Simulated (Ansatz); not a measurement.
Computed with DFT, r2SCAN, plane waves (500 eV) with PAW, scalar-relativistic in Ansatz. The PAW files were generated under PBE, with cores re-solved for the functional.

An element in the hcp structure gives this curve. The cell is scaled uniformly from the relaxed one, with fractional coordinates and shape fixed. Energies are extrapolated to zero smearing, pressures are those at the given smearing. Magnetic state: spin not included.

```tsv
V (Å³/atom)	E − E₀ (meV/atom)	P (GPa)
12.645	76.8	16.18
13.220	31.2	9.47
13.794	7.2	4.19
14.369	0.0	0.03
14.944	6.1	-3.23
15.519	22.6	-5.78
16.093	47.3	-7.74
```

(1) Which element is it?
A. palladium
B. silicon
C. molybdenum
D. zinc

## Answers

(1) D. Its fit is V₀ = 14.37 Å³/atom, B₀ = 92 GPa, B₀′ = 5.0.
